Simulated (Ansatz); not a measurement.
Worked example: the enthalpy of C5H10 → C4H6 + CH4

Species: C5H10 (2-methyl-1-butene) `C=C(C)CC`, singlet; C4H6 (2-butyne) `CC#CC`, singlet; CH4 (methane) `C`, singlet. 

Shapes, held fixed at every level: PBE0-D4/def2-TZVP. Flexible molecules stand in one conformer, not always the lowest. Programs: Ansatz 0.2.0. The zero-point and thermal terms to 298 K, harmonic and unscaled (PBE0-D4/def2-TZVP), stand in the table.

At CCSD(T)/CBS estimate; 1 Eh = 2625.50 kJ/mol:

```
species  energy (Eh)  H(298 K) − E (kJ/mol)  tabulated ΔfH (kJ/mol)
  C5H10  -196.272409                  378.6                   -35.2
   C4H6  -155.763858                  238.7                  +145.8
    CH4   -40.462061                  127.4                   -74.5
```

Question: Work out the reaction enthalpy at 298 K from the calculation and from the table of heats.

Answer: 
1. Electronic: (-155.763858) + (-40.462061) − [(-196.272409)] = 0.046490 Eh = +122.1 kJ/mol.
2. Zero-point and thermal: (238.7) + (127.4) − [(378.6)] = -12.5 kJ/mol.
3. Computed ΔH = +109.6 kJ/mol.
4. From the heats of formation (Active Thermochemical Tables, CRC Handbook of Chemistry and Physics): (145.8) + (-74.5) − [(-35.2)] = +106.5 kJ/mol.
5. Computed less tabulated: +3.1 kJ/mol. Tabulated heats carry uncertainties of their own.

The CBS estimate extrapolates MP2 from def2-TZVPP and def2-QZVPP and adds CCSD(T) − MP2 in the triple-zeta set, cores frozen.
